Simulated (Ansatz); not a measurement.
A nudged elastic band was laid between two geometries of CH6NSi (9 atoms, charge 1, multiplicity 1).

The calculation used RKS PBE0/def2-TZVP in Ansatz 0.2.0.

| Quantity | Value |
| --- | --- |
| movable images | 9 |
| climbing image | from the first iteration |
| spring | 5.0 eV/Å² |
| optimiser | lbfgs |
| start path | IDPP |
| force threshold | 0.05 eV/Å |
| iteration limit | 60 |
| end points | relaxed |

First end point:

```xyz
9
Properties=species:S:1:pos:R:3
C -0.784 0.820 -0.820
Si 0.640 -0.083 -0.139
N 0.495 -1.014 1.206
H -1.575 0.118 -1.103
H -0.486 1.393 -1.701
H -1.192 1.505 -0.070
H 1.996 -0.067 -0.705
H 1.270 -1.529 1.606
H -0.364 -1.142 1.727
```

Last end point:

```xyz
9
Properties=species:S:1:pos:R:3
C -0.789 1.119 -0.284
Si 0.638 0.082 0.155
N 0.506 -1.553 0.248
H -1.604 0.965 0.431
H -1.161 0.850 -1.279
H -0.509 2.174 -0.284
H 1.985 0.589 0.453
H 1.281 -2.158 0.487
H -0.347 -2.068 0.073
```

Q: What changes between the two ends?

A: No bond is made or broken. The dihedral H6–C1–Si2–N3 goes from 58 to 179°. The two ends are copies of one structure, up to a mirror image or an exchange of like atoms.

Q: Give the energies along the band, and the barrier.

A: The forces met the threshold. The highest image is number 10 of 0 to 10, 0.000 eV above the ends, which have the same energy within 2 meV. The highest image is an end point: on this band no image between the ends rises above it. Inner images lie up to 0.016 eV below the lower end, so the ends aren't the lowest states on this path. Limits of this set-up: the dipole of an ion depends on the origin.

| image | path coordinate (Å) | energy (eV) | dihedral H6–C1–Si2–N3 (°) |
| --- | --- | --- | --- |
| 0 | 0.00 | 0.000 | 58 |
| 1 | 0.31 | -0.001 | 70 |
| 2 | 0.62 | -0.005 | 83 |
| 3 | 0.93 | -0.010 | 95 |
| 4 | 1.25 | -0.014 | 108 |
| 5 | 1.57 | -0.016 | 121 |
| 6 | 1.89 | -0.015 | 134 |
| 7 | 2.20 | -0.011 | 146 |
| 8 | 2.52 | -0.006 | 157 |
| 9 | 2.83 | -0.002 | 169 |
| 10 | 3.13 | 0.000 | 179 |

Time of the run: 110 s on 2 threads of Arm Neoverse V2, on a shared host, peak memory 0.23 GiB.
